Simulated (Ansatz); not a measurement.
# CH5N2: the cost of one run

Program: Ansatz 0.2.0. Level of theory: RKS BLYP-D4/6-31G*. These are calculated values, not measurements.

**1. The starting structure**

Bond lengths: N1–C2 1.559 Å, C2–N3 1.559 Å, N1–H4 1.026 Å, N1–H5 1.023 Å, C2–H6 1.148 Å, N3–H7 1.023 Å, N3–H8 1.026 Å. Angles: N1–C2–N3 102.5°, N1–C2–H6 100.8°, N3–C2–H6 100.8°, C2–N1–H4 105.2°, C2–N1–H5 104.1°, H4–N1–H5 105.1°, C2–N3–H7 104.1°, C2–N3–H8 105.3°, H7–N3–H8 105.1°.

Coordinates:

```xyz
8

N    -0.6159    0.7123   -0.8512
C    -0.0341    0.3135    0.5395
N     0.8314   -0.9373    0.1966
H    -1.3731    0.0430   -1.0288
H    -1.0853    1.6052   -0.6784
H     0.7822    1.1112    0.6678
H     1.3328   -1.1400    1.0652
H     0.1621   -1.7080    0.0892
```

**2. End point A**

File input.yaml:

```yaml
crystal:
  periodic: [false, false, false]
  atoms:
    - { symbol: "N", position_ang: [-0.61592, 0.71232, -0.85118] }
    - { symbol: C, position_ang: [-0.03409, 0.3135, 0.53952] }
    - { symbol: "N", position_ang: [0.83142, -0.93734, 0.19662] }
    - { symbol: H, position_ang: [-1.3731, 0.04302, -1.02875] }
    - { symbol: H, position_ang: [-1.08532, 1.60522, -0.67844] }
    - { symbol: H, position_ang: [0.78215, 1.11118, 0.66778] }
    - { symbol: H, position_ang: [1.33278, -1.13995, 1.06522] }
    - { symbol: H, position_ang: [0.16208, -1.70795, 0.08925] }
total_charge: -1
basis:
  gaussian: { orbitals: "6-31G*" }
hamiltonian:
  xc: blyp
  dispersion: d4
relax:
  f_tol: 0.015
  max_steps: 40
output:
  orbitals: {}
```

Started as:

```bash
> ansatz run input.yaml --threads 1 --pin off --max-ram 2048MiB --backend cpu --events-out ev --progress --plain --runs-dir out
```

**Question.** How long does this run take on 1 thread of Arm Neoverse V2, shared host, and how much memory does it need?

About 40 s, with a peak of 0.1 GiB.
